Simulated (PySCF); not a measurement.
Job file and geometry (Å, from PBE0-D3(BJ)/def2-SVP) of an NMR shielding run on SMILES NCCCO, C$_{3}$H$_{9}$NO, GIAO PBE0/pcSseg-1 NMR shielding, non-relativistic, gas phase (PySCF 2.14.0, density-fitted response routines); density fitting, a coarse starting grid and PySCF grid level 2 are the driver's defaults:

```
{"job": {"kind": "nmr", "xc": "PBE0", "basis": "pcSseg-1"}, "charge": 0, "multiplicity": 1}
N      1.271139     0.761095     0.640175
C      0.934132    -0.583564     0.181814
C     -0.575026    -0.781746     0.127245
C     -1.274268     0.197731    -0.808781
O     -1.177965     1.521879    -0.381304
H      1.055421     0.863912     1.631016
H      2.265110     0.950584     0.534448
H      1.395756    -1.385049     0.793423
H      1.341819    -0.699547    -0.837450
H     -1.001204    -0.667740     1.140632
H     -0.786470    -1.816907    -0.189491
H     -0.859734     0.059792    -1.833454
H     -2.345263    -0.059930    -0.875483
H     -0.243498     1.639490    -0.122702
```

Q: What does the program print?

A: 
```
coarse grid: 10992 points
cycle   1  E = -249.2671672571  dE =  4.373e-01  |g| = 6.575e-01  |ddm| = 3.044e+00
cycle   2  E = -249.2037817847  dE =  6.339e-02  |g| = 8.971e-01  |ddm| = 1.337e+00
cycle   3  E = -249.3504842850  dE = -1.467e-01  |g| = 6.905e-02  |ddm| = 8.601e-01
cycle   4  E = -249.3512039230  dE = -7.196e-04  |g| = 3.381e-02  |ddm| = 6.832e-02
cycle   5  E = -249.3514508000  dE = -2.469e-04  |g| = 6.704e-03  |ddm| = 2.907e-02
cycle   6  E = -249.3514594407  dE = -8.641e-06  |g| = 1.802e-03  |ddm| = 6.391e-03
final grid: 104176 points
cycle   7  E = -249.3878513718  dE = -2.800e-05  |g| = 1.043e-02  |ddm| = 2.238e-02
cycle   8  E = -249.3878306151  dE =  2.076e-05  |g| = 1.475e-02  |ddm| = 1.672e-02
cycle   9  E = -249.3878736094  dE = -4.299e-05  |g| = 8.299e-04  |ddm| = 1.004e-02
cycle  10  E = -249.3878737453  dE = -1.360e-07  |g| = 1.915e-04  |ddm| = 7.595e-04
cycle  11  E = -249.3878737525  dE = -7.140e-09  |g| = 4.152e-05  |ddm| = 1.808e-04
cycle  12  E = -249.3878737528  dE = -3.059e-10  |g| = 1.802e-05  |ddm| = 5.061e-05
converged SCF energy = -249.3878737528

GIAO shielding tensors (ppm)
atom      isotropic    diamagn.    paramagn.     s11        s22        s33       span
  0 N      222.683     315.538     -92.855    192.684    230.627    244.738     52.054
  1 C      136.958     244.240    -107.282    121.147    138.604    151.122     29.976
  2 C      149.162     248.285     -99.124    136.207    154.250    157.027     20.820
  3 C      116.907     241.257    -124.350     95.330    107.352    148.038     52.708
  4 O      285.712     391.370    -105.658    251.788    270.847    334.502     82.715
  5 H       30.998      31.305      -0.307     24.949     28.990     39.055     14.106
  6 H       30.418      30.153       0.265     23.295     27.176     40.782     17.488
  7 H       27.967      29.392      -1.425     22.179     27.316     34.407     12.227
  8 H       28.585      30.126      -1.541     24.933     27.602     33.220      8.287
  9 H       29.699      30.611      -0.912     26.356     28.432     34.308      7.952
 10 H       30.119      30.179      -0.060     26.071     28.053     36.232     10.161
 11 H       27.364      28.906      -1.542     23.203     26.710     32.180      8.976
 12 H       27.482      27.933      -0.451     22.940     26.901     32.604      9.664
 13 H       26.355      30.576      -4.221     13.085     23.580     42.399     29.314
```

Q: Turn these shieldings into chemical shifts. Shifts are taken against calculated references (same method and geometry level): 15N (265.67 ppm) against NH3; TMS for 13C (184.41 ppm), 1H (31.27 ppm); 17O (334.56 ppm) against H2O.

A: Averaging equivalent atoms: N 0: 43.0; C 3: 67.5; C 1: 47.5; C 2: 35.2; O 4: 48.8; H 13: 4.91; H 11/12: 3.84; H 7/8: 2.99; H 9/10: 1.36; H 5/6: 0.56 ppm. Experimental scales use liquid or dissolved standards, which lie at an offset from isolated NH3 (liquid NH3: subtract about 20 ppm) and H2O (liquid H2O: subtract about 36 ppm).

Size and cost of the density-fitted run: 130 basis functions, 9.9 s wall time on 1 thread of an Arm Neoverse V1, shared host.
